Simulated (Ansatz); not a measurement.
## A barrier at the coupled-cluster level

Start structure (Si2PH9, closed shell), relaxed at PBE0-D4/def2-TZVP:

| atom | x (Å) | y (Å) | z (Å) |
| --- | --- | --- | --- |
| Si1 | -0.2149 | -1.2207 | -1.3272 |
| H2 | 1.0120 | -0.5115 | -1.7762 |
| H3 | -0.2372 | -2.5668 | -1.9659 |
| H4 | -1.4147 | -0.4662 | -1.7715 |
| Si5 | -0.2103 | -1.5084 | 0.9944 |
| H6 | 1.4464 | 2.1475 | 0.5252 |
| P7 | 0.1510 | 2.3739 | -0.0081 |
| H8 | -0.1701 | -0.2085 | 1.7174 |
| H9 | -1.4345 | -2.2402 | 1.4189 |
| H10 | 0.9787 | -2.3046 | 1.4041 |
| H11 | -0.3732 | 2.8180 | 1.2334 |
| H12 | 0.4668 | 3.6875 | -0.4446 |

The step: Si₂H₆ ([SiH3][SiH3]) + PH₃ → Si₂PH₇ ([SiH3][SiH2][PH2]) + H₂; bonds formed: Si1–P7, H2–H6; bonds broken: Si1–H2, H6–P7. Program: Ansatz 0.2.0. Basis: def2-TZVPP and def2-QZVPP. Cores are frozen in the correlated methods. Extrapolation: Hartree–Fock as exp(−7.88 √X), correlation as X^−2.97. Energies below are by CCSD(T) at an estimated basis limit (MP2 extrapolated from triple and quadruple zeta, plus CCSD(T) − MP2 in triple zeta).

(1) What are the electronic barrier and the energy of the step, from the start structure to the end structure? (To be estimated.)

The T1 diagnostic stays at or below 0.017.

## Answers

(1) The calculation gives: Barrier 253.5 kJ/mol; step energy 1.6 kJ/mol (uphill); reverse barrier, their difference, 252.0 kJ/mol. Barrier and step energy count from the start structure, the reverse barrier from the end structure.

The saddle point: One imaginary mode of 1392i cm⁻¹.
```
  pair  start (Å)  saddle (Å)  end (Å)
Si1–P7       3.85        2.30     2.26
 H2–H6       3.54        1.32     0.75
Si1–H2       1.49        1.89     4.50
 H6–P7       1.42        1.50     3.41
```

Zero-point energy (harmonic, PBE0-D4): ZPE is 193.6 kJ/mol at the start and 189.2 kJ/mol at the saddle, so the barrier goes from 253.5 to 249.1 kJ/mol.

Labels in which every atom is bracketed show which atoms are joined, not bond orders.

For scale, one of the runs: CCSD(T)/def2-TZVPP, 252 basis functions, launched by `ansatz run in.yaml --threads 4 --pin off --events-out ev --progress --plain --max-ram 9574MiB`. Time: 51 s of wall clock on 4 CPU threads of an Intel Xeon Platinum 8259CL; the host was shared. Peak host memory: 4.8 GiB.
